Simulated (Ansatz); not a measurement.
Ansatz (a quantum-chemistry and plane-wave program) input (B3LYP-D3(BJ)/def2-TZVP):

Ansatz 0.2 input:
```yaml
crystal:
  periodic: [false, false, false]
  atoms:
    - {symbol: C, position_ang: [0.01969800, -0.00797679, 0.73352803]}
    - {symbol: Cl, position_ang: [-0.01247615, 1.72980929, -0.06722393]}
    - {symbol: Cl, position_ang: [1.49955960, -0.85425955, -0.13592839]}
    - {symbol: Cl, position_ang: [-1.49403568, -0.87273440, -0.05573993]}
basis:
  gaussian:
    orbitals: def2-TZVP
hamiltonian:
  xc: b3lyp
  dispersion: d3bj
total_charge: -1
phonons: {temperatures: {t_min: 298.15, t_max: 298.15, t_step: 100}}
```

Output:

```
Functional definition: B3LYP
integrals: 0.07 GiB planned
969 factors; their error is unknown
mean field: 0.60 GiB planned
mean field evaluation 1: about -38606.9328 eV, gradient 1.7e1 eV
mean field evaluation 2: about -38606.6106 eV, gradient 2.0e1 eV
mean field evaluation 4: about -38607.5788 eV, gradient 1.7e0 eV
mean field evaluation 8: about -38607.5856 eV, gradient 6.0e-2 eV
mean field evaluation 16: about -38607.6751 eV, gradient 2.6e-5 eV
mean field -38607.67505933 eV, -1418.8058892084 hartree, gradient 2.6e-5 eV, S^2 0.000000; 0 other end points of the search recorded, 0 dependent functions left out
the calculation of the forces begins
reference -38607.67528756 eV, -1418.8058975956 hartree; 29, 29 occupied and 113, 113 virtual orbitals, 969 factors
these checks for a lower state are left out or cut short: stability, starts, cluster_reference, orbital_swaps, neighbouring_geometries, increment
integrals: 0.07 GiB planned
969 factors; their error is unknown
mean field: 0.60 GiB planned
mean field -38607.67503372 eV, -1418.8058882670 hartree, gradient 1.6e-6 eV, S^2 0.000000; 0 other end points of the search recorded, 0 dependent functions left out
the calculation of the forces begins
reference -38607.67526193 eV, -1418.8058966538 hartree; 29, 29 occupied and 113, 113 virtual orbitals, 969 factors
these checks for a lower state are left out or cut short: stability, starts, cluster_reference, orbital_swaps, neighbouring_geometries, increment
integrals: 0.07 GiB planned
969 factors; their error is unknown
mean field: 0.60 GiB planned
mean field evaluation 32: about -38607.6750 eV, gradient 1.3e-6 eV
mean field -38607.67503365 eV, -1418.8058882647 hartree, gradient 1.3e-6 eV, S^2 0.000000; 0 other end points of the search recorded, 0 dependent functions left out
the calculation of the forces begins
reference -38607.67526189 eV, -1418.8058966524 hartree; 29, 29 occupied and 113, 113 virtual orbitals, 969 factors
these checks for a lower state are left out or cut short: stability, starts, cluster_reference, orbital_swaps, neighbouring_geometries, increment
integrals: 0.07 GiB planned
969 factors; their error is unknown
mean field: 0.60 GiB planned
mean field -38607.67502846 eV, -1418.8058880740 hartree, gradient 1.6e-6 eV, S^2 0.000000; 0 other end points of the search recorded, 0 dependent functions left out
the calculation of the forces begins
reference -38607.67525674 eV, -1418.8058964630 hartree; 29, 29 occupied and 113, 113 virtual orbitals, 969 factors
these checks for a lower state are left out or cut short: stability, starts, cluster_reference, orbital_swaps, neighbouring_geometries, increment
integrals: 0.07 GiB planned
969 factors; their error is unknown
mean field: 0.60 GiB planned
mean field -38607.67502681 eV, -1418.8058880133 hartree, gradient 1.5e-6 eV, S^2 0.000000; 0 other end points of the search recorded, 0 dependent functions left out
the calculation of the forces begins
reference -38607.67525499 eV, -1418.8058963987 hartree; 29, 29 occupied and 113, 113 virtual orbitals, 969 factors
these checks for a lower state are left out or cut short: stability, starts, cluster_reference, orbital_swaps, neighbouring_geometries, increment
integrals: 0.07 GiB planned
969 factors; their error is unknown
mean field: 0.60 GiB planned
mean field -38607.67505132 eV, -1418.8058889140 hartree, gradient 2.1e-6 eV, S^2 0.000000; 0 other end points of the search recorded, 0 dependent functions left out
the calculation of the forces begins
reference -38607.67527957 eV, -1418.8058973019 hartree; 29, 29 occupied and 113, 113 virtual orbitals, 969 factors
these checks for a lower state are left out or cut short: stability, starts, cluster_reference, orbital_swaps, neighbouring_geometries, increment
integrals: 0.07 GiB planned
969 factors; their error is unknown
mean field: 0.60 GiB planned
mean field -38607.67505215 eV, -1418.8058889443 hartree, gradient 2.2e-6 eV, S^2 0.000000; 0 other end points of the search recorded, 0 dependent functions left out
the calculation of the forces begins
reference -38607.67528035 eV, -1418.8058973308 hartree; 29, 29 occupied and 113, 113 virtual orbitals, 969 factors
these checks for a lower state are left out or cut short: stability, starts, cluster_reference, orbital_swaps, neighbouring_geometries, increment
integrals: 0.07 GiB planned
969 factors; their error is unknown
mean field: 0.60 GiB planned
mean field -38607.67512439 eV, -1418.8058915993 hartree, gradient 1.2e-6 eV, S^2 0.000000; 0 other end points of the search recorded, 0 dependent functions left out
the calculation of the forces begins
reference -38607.67535268 eV, -1418.8058999886 hartree; 29, 29 occupied and 113, 113 virtual orbitals, 969 factors
these checks for a lower state are left out or cut short: stability, starts, cluster_reference, orbital_swaps, neighbouring_geometries, increment
integrals: 0.07 GiB planned
969 factors; their error is unknown
mean field: 0.60 GiB planned
mean field evaluation 64: about -38607.6749 eV, gradient 9.4e-2 eV
mean field -38607.67495211 eV, -1418.8058852679 hartree, gradient 1.3e-6 eV, S^2 0.000000; 0 other end points of the search recorded, 0 dependent functions left out
the calculation of the forces begins
reference -38607.67518028 eV, -1418.8058936530 hartree; 29, 29 occupied and 113, 113 virtual orbitals, 969 factors
these checks for a lower state are left out or cut short: stability, starts, cluster_reference, orbital_swaps, neighbouring_geometries, increment
integrals: 0.07 GiB planned
969 factors; their error is unknown
mean field: 0.60 GiB planned
mean field -38607.67505329 eV, -1418.8058889864 hartree, gradient 2.9e-6 eV, S^2 0.000000; 0 other end points of the search recorded, 0 dependent functions left out
the calculation of the forces begins
reference -38607.67528149 eV, -1418.8058973727 hartree; 29, 29 occupied and 113, 113 virtual orbitals, 969 factors
these checks for a lower state are left out or cut short: stability, starts, cluster_reference, orbital_swaps, neighbouring_geometries, increment
integrals: 0.07 GiB planned
969 factors; their error is unknown
mean field: 0.60 GiB planned
mean field -38607.67505215 eV, -1418.8058889443 hartree, gradient 2.5e-6 eV, S^2 0.000000; 0 other end points of the search recorded, 0 dependent functions left out
the calculation of the forces begins
reference -38607.67528040 eV, -1418.8058973324 hartree; 29, 29 occupied and 113, 113 virtual orbitals, 969 factors
these checks for a lower state are left out or cut short: stability, starts, cluster_reference, orbital_swaps, neighbouring_geometries, increment
integrals: 0.07 GiB planned
969 factors; their error is unknown
mean field: 0.60 GiB planned
mean field -38607.67495191 eV, -1418.8058852609 hartree, gradient 1.3e-6 eV, S^2 0.000000; 0 other end points of the search recorded, 0 dependent functions left out
the calculation of the forces begins
reference -38607.67518006 eV, -1418.8058936452 hartree; 29, 29 occupied and 113, 113 virtual orbitals, 969 factors
these checks for a lower state are left out or cut short: stability, starts, cluster_reference, orbital_swaps, neighbouring_geometries, increment
integrals: 0.07 GiB planned
969 factors; their error is unknown
mean field: 0.60 GiB planned
mean field -38607.67512447 eV, -1418.8058916023 hartree, gradient 1.2e-6 eV, S^2 0.000000; 0 other end points of the search recorded, 0 dependent functions left out
the calculation of the forces begins
reference -38607.67535278 eV, -1418.8058999923 hartree; 29, 29 occupied and 113, 113 virtual orbitals, 969 factors
these checks for a lower state are left out or cut short: stability, starts, cluster_reference, orbital_swaps, neighbouring_geometries, increment
integrals: 0.07 GiB planned
969 factors; their error is unknown
mean field: 0.60 GiB planned
mean field evaluation 96: about -38607.6750 eV, gradient 5.9e-2 eV
mean field -38607.67505309 eV, -1418.8058889790 hartree, gradient 2.6e-6 eV, S^2 0.000000; 0 other end points of the search recorded, 0 dependent functions left out
the calculation of the forces begins
reference -38607.67528130 eV, -1418.8058973657 hartree; 29, 29 occupied and 113, 113 virtual orbitals, 969 factors
these checks for a lower state are left out or cut short: stability, starts, cluster_reference, orbital_swaps, neighbouring_geometries, increment
integrals: 0.07 GiB planned
969 factors; their error is unknown
mean field: 0.60 GiB planned
mean field -38607.67505143 eV, -1418.8058889181 hartree, gradient 2.5e-6 eV, S^2 0.000000; 0 other end points of the search recorded, 0 dependent functions left out
the calculation of the forces begins
reference -38607.67527967 eV, -1418.8058973057 hartree; 29, 29 occupied and 113, 113 virtual orbitals, 969 factors
Total energy: -38607.91664538 eV, -1418.8147673319 hartree
Atom 0 at     0.019698    -0.007977     0.733528 Å, force    -0.000018    -0.000006    -0.000191 eV/Å
Atom 1 at    -0.012476     1.729809    -0.067224 Å, force     0.000044    -0.000160     0.000058 eV/Å
Atom 2 at     1.499560    -0.854260    -0.135928 Å, force    -0.000116     0.000114     0.000066 eV/Å
Atom 3 at    -1.494036    -0.872734    -0.055740 Å, force     0.000090     0.000051     0.000067 eV/Å
Dipole moment:    -0.004931     0.001998    -0.183671 e Å
Vibrations: 205.45 205.48 277.58 466.09 466.18 557.79 cm⁻¹, zero-point energy 0.135054 eV
```

It need not be the lowest isomer of its formula. Whether it binds its extra electron was not tested at this geometry.
